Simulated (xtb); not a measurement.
A geometry relaxed with GFN2-xTB run with xtb 6.7.1, charge 0, multiplicity 1:

```xyz
6

H      1.5190    -0.1447    -0.1366
H     -0.5990    -1.3890    -0.2420
H      0.5990     1.3890     0.2420
H     -1.5190     0.1447     0.1366
C     -0.5670    -0.3331    -0.0282
C      0.5670     0.3331     0.0282
```

Write the SMILES of this molecule.

`C=C`
